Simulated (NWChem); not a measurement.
# Basis-set dependence for dimethyl ether (C2H6O)

SMILES: COC
```xyz
9

C     -1.1611     0.0000    -0.1881
O      0.0000     0.0000     0.5778
C      1.1611     0.0000    -0.1881
H     -1.2330    -0.8952    -0.8395
H     -1.2330     0.8952    -0.8395
H     -2.0215     0.0000     0.4963
H      1.2330    -0.8952    -0.8395
H      2.0215     0.0000     0.4963
H      1.2330     0.8952    -0.8395
```
Charge 0, spin multiplicity 1.

Program: NWChem. Structure: optimised with PBE0/def2-SVP, a minimum by its harmonic frequencies.

Hartree-Fock energies in Ha, correlation energies in mHa.

The correlated methods keep 3 core orbitals frozen. The Pople sets run with spherical d functions. No row is a measurement; the coupled-cluster row has its own basis-set and correlation limits.

```csv
basis,functions,RHF,MP2,SCS-MP2,CCSD,CCSD+T(CCSD),CCSD(T),CR-CCSD[T],CR-CCSD(T)
cc-pVDZ,72,-154.07577,-478.4,-478.0,-517.7,-531.1,-530.6,-528.1,-527.7
6-311G**,90,-154.10716,-507.9,-507.6,-543.7,-560.3,-559.7,-556.6,-556.1
```

From cc-pVDZ to 6-311G** the Hartree-Fock energy moves by -31.4 mHa and the MP2 correlation energy by -29.5 mHa, which is 6 % of its value in the larger set.
